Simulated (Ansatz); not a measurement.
## Structure relaxation of CaCu2S2

All numbers below come from DFT PBEsol, scalar-relativistic, plane waves, PAW (Ansatz). Cutoff 420 eV, Γ-centred k mesh, Gaussian smearing, no spin polarisation in the final step.

The start is a database structure of CaCu2S2, space group P-3m1 (No. 164).

```yaml
crystal:
  lattice:
    - [3.94000, 0.00000, 0.00000]
    - [-1.97000, 3.41214, 0.00000]
    - [0.00000, 0.00000, 6.52300]
  atoms:
    - { symbol: Ca, position: [0.00000, 0.00000, 0.00000] }
    - { symbol: Cu, position: [0.33333, 0.66667, 0.37649] }
    - { symbol: Cu, position: [0.66667, 0.33333, 0.62351] }
    - { symbol: S, position: [0.33333, 0.66667, 0.74630] }
    - { symbol: S, position: [0.66667, 0.33333, 0.25370] }
```

Steps on the 6×6×4 mesh (5 atoms). 5 of 7 steps are shown, and the free energy counts from the last. Trial steps that were taken back and renewals of the plane-wave basis can be among the rows.

```tsv
step	ΔF (meV/atom)	V (Å³/atom)	P (GPa)	largest force component (eV/Å)
1	20.5	17.54	-4.96	0.454
2	5.4	16.71	-1.37	0.465
3	0.7	16.46	0.44	0.108
4	0.0	16.51	0.00	0.058
7	0.0	16.51	0.00	0.003
```

A final relaxation ran on a 12×12×4 mesh. The relaxed crystal, P-3m1 (No. 164):

Space group P-3m1 (No. 164). a = 3.850 Å, b = 3.850 Å, c = 6.433 Å, α = 90.00°, β = 90.00°, γ = 120.00°
| atom | site | symmetry | x | y | z |
| --- | --- | --- | --- | --- | --- |
| Ca | 1a | -3m. | 0.0000 | 0.0000 | 0.0000 |
| Cu | 2d | 3m. | 0.3333 | 0.6667 | 0.3729 |
| S | 2d | 3m. | 0.3333 | 0.6667 | 0.7402 |

```yaml
Volume_per_atom: 16.52 Å³
Density: 4.65 g/cm³
Energy_over_the_elements: -0.991 eV/atom
Gap_on_the_12×12×4_mesh: 1.18 eV
```

Energies over the elements count from the elements' standard structures at the same level, with no empirical corrections.

The final run used a 12×12×4 mesh on its 5-atom cell and 0.02 eV smearing.

Symmetry constrained the relaxation, so the result can be a saddle point.

Cost: 3 runs of about 1.7 core-minutes in all, on Intel Xeon Processor @ 2.70GHz (shared hosts).